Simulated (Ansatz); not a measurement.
SiCGe⁺, doublet: reading a ladder of total energies

Geometry: that of the SiCGe, singlet, kept fixed.

```csv
atom,x (Å),y (Å),z (Å)
C,0.0000,0.0000,0.0276
Ge,0.0000,0.0000,-1.7401
Si,0.0000,0.0000,1.7125
```

Basis cc-pVTZ; Ansatz 0.2.0. Correlated methods freeze the noble-gas cores and the filled d shells of p-block atoms, which leaves 11 electrons in 87 orbitals. R marks a restricted (for open shells ROHF) determinant, U an unrestricted one. No spin–orbit coupling is included, and no scalar relativity.

Full CI isn't at hand for all of this; UCCSDT(Q) serves as the reference, and is uncertain by about the last step of the cluster series.

Runs differ by some tens of microhartree through their thresholds and, for an open shell, their frozen cores, so steps under 0.03 kcal/mol mean nothing.

| level | total energy (hartree) |
| --- | --- |
| UHF | -2401.858645 |
| UMP2 | -2402.121742 |
| UCCSD | -2402.154550 |
| UCCSD(T) | -2402.170360 |
| UCCSDT | -2402.171822 |
| UCCSDT(Q) | -2402.173078 |

Task: What is the correlation energy at UCCSDT(Q), and what share of it do UMP2 and UCCSDT recover?

Result: E(corr) = -2402.173078 − (-2401.858645) = -0.314433 hartree = -8.556 eV. UMP2: -0.263097 / -0.314433 = 83.67 %. UCCSDT: -0.313177 / -0.314433 = 99.60 %.

Task: By how many kcal/mol does UCCSD(T) miss UCCSDT(Q) (1 hartree = 627.509 kcal/mol), and which steps make up the rest?

Result: -2402.170360 − (-2402.173078) = 0.002718 hartree = 1.71 kcal/mol. Steps: UCCSDT − UCCSD(T) = -0.92, UCCSDT(Q) − UCCSDT = -0.79 kcal/mol. Differences between like states or geometries often cancel part of this.
